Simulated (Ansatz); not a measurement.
The input, for Ansatz 0.2.0:

```yaml
crystal:
  periodic: [false, false, false]
  atoms:
    - {symbol: Al, position_ang: [0.000000, 0.000000, 0.000000]}
    - {symbol: As, position_ang: [0.000000, 0.000000, 2.421000]}
basis:
  gaussian: {orbitals: STO-3G}
magnetization: {spin_polarized: false, initial_magnetization: 2}
correlation: {method: ccsdt_q, electrons: valence}
```

```sh
$ ansatz run in.yaml --threads 1 --pin off --events-out ev --progress --plain --max-ram 2393MiB
```

Output:

```
350 factors; integrals over basis functions are off by at most 3.5e-8 eV
mean field evaluation 1: about -66616.3242 eV, gradient 1.4e1 eV
mean field evaluation 2: about -66616.3282 eV, gradient 1.4e1 eV
mean field evaluation 4: about -66618.5568 eV, gradient 1.3e0 eV
mean field evaluation 8: about -66618.6587 eV, gradient 3.0e-4 eV
mean field evaluation 16: about -66619.7851 eV, gradient 2.5e-1 eV
mean field evaluation 32: about -66618.6586 eV, gradient 4.2e-3 eV
mean field evaluation 64: about -66619.7914 eV, gradient 4.7e-3 eV
mean field evaluation 96: about -66618.6586 eV, gradient 3.5e-6 eV
mean field evaluation 128: about -66618.6588 eV, gradient 6.2e-3 eV
mean field evaluation 160: about -66614.4447 eV, gradient 1.8e-3 eV
mean field evaluation 192: about -66619.7887 eV, gradient 2.0e-3 eV
mean field -66619.78831039 eV, -2448.2320638925 hartree, gradient 1.1e-6 eV, S^2 2.000000; 11 other end points of the search recorded, 0 dependent functions left out
mean field evaluation 224: about -66619.8438 eV, gradient 2.7e-3 eV
determinant -66619.78831039 eV, -2448.2320638925 hartree, with singles and doubles -66620.96949526 eV, -2448.2754716359 hartree
determinant -66618.65863842 eV, -2448.1905492132 hartree, with singles and doubles -66620.15063930 eV, -2448.2453792344 hartree
determinant -66612.59205637 eV, -2447.9676064350 hartree, with singles and doubles -66615.26364443 eV, -2448.0657854853 hartree
14 core orbitals not correlated: weight in the atoms' cores, before any rotation towards them, 1.000 or more for the frozen orbitals, at most 0.000 for the correlated occupied ones
reference -66619.78831039 eV, -2448.2320638925 hartree; 10, 8 occupied and 3, 5 virtual orbitals, 350 factors
second order -0.70319643 eV of doubles, -0.02712009 eV of singles
cycle   1  -0.98532959 eV  change   -2.5e-1 eV  update   6.3e-2
cycle   2  -1.17857743 eV  change   -1.9e-1 eV  update   2.9e-2
cycle   3  -1.19403849 eV  change   -1.5e-2 eV  update   7.8e-3
cycle   4  -1.19520706 eV  change   -1.2e-3 eV  update   3.2e-3
cycle   5  -1.19684708 eV  change   -1.6e-3 eV  update   1.5e-3
cycle   6  -1.19678581 eV  change    6.1e-5 eV  update   6.9e-4
cycle   7  -1.19669550 eV  change    9.0e-5 eV  update   3.8e-4
cycle   8  -1.19679955 eV  change   -1.0e-4 eV  update   2.1e-4
cycle   9  -1.19687279 eV  change   -7.3e-5 eV  update   1.0e-4
cycle  10  -1.19685784 eV  change    1.5e-5 eV  update   8.0e-5
cycle  11  -1.19686047 eV  change   -2.6e-6 eV  update   5.9e-5
cycle  12  -1.19685508 eV  change    5.4e-6 eV  update   6.0e-5
cycle  13  -1.19685459 eV  change    4.9e-7 eV  update   9.0e-5
cycle  14  -1.19685585 eV  change   -1.3e-6 eV  update   6.6e-5
cycle  15  -1.19685697 eV  change   -1.1e-6 eV  update   2.8e-5
cycle  16  -1.19685744 eV  change   -4.7e-7 eV  update   5.7e-6
cycle  17  -1.19685741 eV  change    3.1e-8 eV  update   4.5e-6
cycle  18  -1.19685734 eV  change    6.8e-8 eV  update   1.6e-6
perturbative correction -0.00079554 eV, -0.0000292355 hartree
Total energy: -66620.98596327 eV, -2448.2760768239 hartree
```

Ran on 1 thread of AMD EPYC, shared host: 17 s wall, 0.25 GiB peak host memory.
